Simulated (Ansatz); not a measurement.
One elementary step

Start structure (CH$_{6}$BN, closed shell), relaxed at PBE0-D4/def2-TZVP:

```
9
angstrom
B -0.5720 -0.4387 -0.9369
H -0.7166 -1.5144 -0.3986
H -1.6133 0.1450 -1.1746
H 0.1161 -0.4707 -1.9404
N 0.1973 0.4814 0.0600
C 0.6181 0.2107 1.2229
H 0.3866 1.4245 -0.2671
H 1.1458 0.9474 1.8214
H 0.4380 -0.7853 1.6133
```

The step: CH₃N ([CH2][NH]) + BH₃ → CH₆BN ([BH2][NH][CH3]); bonds formed: H2–C6; dative contacts that become bonds: B1–N5; bonds broken: B1–H2. Computed with Ansatz 0.2.0 (basis: def2-TZVPP and def2-QZVPP); correlated methods freeze the cores. Extrapolation: Hartree–Fock as exp(−7.88 √X), correlation as X^−2.97. Energies below are by CCSD(T) at an estimated basis limit (MP2 extrapolated from triple and quadruple zeta, plus CCSD(T) − MP2 in triple zeta).

Task: What are the electronic barrier and the energy of the step, from the start structure to the end structure? (Judge from chemistry; the value comes from the calculation.)

Result: The calculation gives: Barrier 27.05 kcal/mol; step energy -33.76 kcal/mol (downhill); reverse barrier, their difference, 60.81 kcal/mol. Barrier and step energy count from the start structure, the reverse barrier from the end structure.

The saddle point: One imaginary mode of 435i cm⁻¹.
```csv
pair,start (Å),saddle (Å),end (Å)
B1–N5,1.56,1.71,1.38
H2–C6,2.72,2.17,1.09
B1–H2,1.21,1.23,2.63
```

Zero-point energy (harmonic, PBE0-D4): ZPE is 46.30 kcal/mol at the start and 45.16 kcal/mol at the saddle, so the barrier goes from 27.05 to 25.91 kcal/mol.

First-order rate constant out of the start structure at 898 K by transition-state theory, with harmonic vibrational free energies alone and no tunnelling: ΔA‡ = 27.25 kcal/mol, so k = (kB T/h) exp(−ΔA‡/kB T) ≈ 10^7 s⁻¹ (an order of magnitude at best: rotation, the number of equivalent paths and anharmonicity are left out).

T1 diagnostic: at most 0.017.

Labels in which every atom is bracketed show which atoms are joined, not bond orders.

For scale, one of the runs: CCSD(T)/def2-TZVPP, 177 basis functions, launched by `ansatz run in.yaml --threads 2 --pin off --events-out ev --progress --plain --max-ram 4352MiB`. Hardware: 2 CPU threads of an Arm Neoverse V1, shared host. Wall time 26 s; peak host memory 1.7 GiB.
